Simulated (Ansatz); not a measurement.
## fcc Rh

Method: PBE (plane waves, PAW; Ansatz, a program for electronic structure).

Numerical settings: plane-wave cutoff 520 eV, 30×30×30 k mesh, Fermi–Dirac smearing 0.058 eV (set by the program), no spin polarisation, scalar-relativistic PAW data made under PBE.

Cell: measured lattice: a = b = c = 3.8034 Å, α = β = γ = 90.00°.

| Item | Value |
|---|---|
| elastic constant C11 | 451 GPa |
| elastic constant C12 | 203 GPa |
| elastic constant C44 | 200 GPa |
| Voigt–Reuss–Hill bulk modulus | 286 GPa |
| Voigt–Reuss–Hill shear modulus (Hill average) | 165 GPa |
| Young modulus | 415 GPa |
| Poisson ratio | 0.258 |

Measured, for comparison: elastic constant C11 413 GPa, elastic constant C12 194 GPa, elastic constant C44 184 GPa (temperature not stated, no zero-point or thermal correction; as tabulated in Mehl and Papaconstantopoulos (1996), arXiv:mtrl-th/9602003). Computed (rounded) less measured: elastic constant C11 +9 %, elastic constant C12 +5 %, elastic constant C44 +9 %. A static lattice is as a rule a little smaller and stiffer than an uncorrected measurement, which narrows the difference in the elastic constant C11, elastic constant C12, elastic constant C44 and would widen misses of the other sign.

Note: the cell isn't this level's own, so it is under some stress, which shifts stiffness and frequencies.

Elastic constants are with the ions relaxed.

Static lattice: no zero-point or thermal effects.

It cost roughly 6 core-minutes of CPU time.
